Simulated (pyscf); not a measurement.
Single points on ωB97X-D3(BJ)/def2-SVP structures (PySCF, gas phase). Correlated levels are frozen-core, on RHF or UHF. ΔMP2 is the change of the MP2 total energy from the triple- to the quadruple-zeta basis.

**Question.** Estimate by transition-state theory the rate constant of `[F][C][F]` [singlet] + `[ClH]` -> `[FH]` + `[F][C][Cl]` [singlet] (singlet surface; C–F, Cl–H broken, F–H, C–Cl formed) at 1200 K, with CCSD(T)/def2-TZVPP + ΔMP2(QZVPP) energies (ideal gas, 1 atm, RRHO with modes under 100 cm⁻¹ raised to 100, one conformer, R ln 2 for rigid chiral ones; no tunnelling).

**Answer.** The electronic barrier is 39.1 kcal/mol and the thermal terms add +36.5, so ΔG‡ = 75.7 kcal/mol. With k_BT/h = 2.50e+13 s⁻¹ and RT = 2.385 kcal/mol, and a volume of 1.64e-19 cm³ per molecule at 1 atm, k = 6.7e-20 cm³ molecule⁻¹ s⁻¹. Wigner's tunnelling factor for 909i cm⁻¹ would be 1.05. A shift of 1 kcal/mol in the barrier changes k by a factor 1.5. This is the saddle that the search found; another between the same sides may lie lower. The CCSD(T) − MP2 part came from Ansatz, without density fitting, on the same reference.
